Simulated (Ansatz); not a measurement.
# GaC⁻, quintet in aug-cc-pVTZ: errors against UCCSDT(Q)

Geometry: that of the GaC⁻, triplet, kept fixed.

```xyz
2

C     0.0000    0.0000    0.0000
Ga    0.0000    0.0000    1.8870
```

Basis aug-cc-pVTZ; Ansatz 0.2.0. Only valence electrons are correlated (noble-gas cores and the filled d shells of p-block atoms frozen), which leaves 8 electrons in 90 orbitals. Prefix R: restricted or restricted open-shell reference; prefix U: unrestricted. Active spaces: valence = (8e, 8o) chosen from the atoms' valence shells. No spin–orbit coupling is included, and no scalar relativity. This anion state lies near or above the neutral species, so the extra electron is weakly bound or unbound and the energies hang on the diffuse functions.

Full CI isn't at hand for all of this; UCCSDT(Q) serves as the reference, and is uncertain by about the last step of the cluster series. The frozen core follows each run's orbitals, which can shift R against U totals by a few meV for light atoms and by up to 0.1 eV past Ca.

The UHF ⟨S²⟩ is 6.024 and the T1 diagnostic (RCCSD) is 0.0630. The largest doubles amplitude (RCCSD) is 0.038. The T1 diagnostic (UCCSD) is 0.0504.

| level | E − E(UCCSDT(Q)) (kcal/mol) | wall time |
| --- | --- | --- |
| UHF | 112.57 | – |
| UMP2 | 24.82 | – |
| UCCSD | 6.81 | – |
| UCCSD(T) | 1.46 | 17 s (H100) |
| UCCSDT | 0.35 | – |

Run but not shown, since their state, orbitals or frozen core can't be matched to the reference's or they repeat it: RHF, RMP2, RCCSD, RCCSD(T), BCCD(T), RCCSDT, RCCSDT(Q), CASSCF (valence space), NEVPT2 (valence space), MRCISD (valence space), MRCISD+Q (valence space).

Times hold each run's SCF and search for its determinant on a shared host, so for small cases they say little of a method's own cost.

Natural occupations of CASSCF (valence space) about the gap: 1.984 1.938 1.014 1.001 1.000 0.985 0.058 0.020; effectively unpaired electrons, Σ n²(2−n)², 4.03.
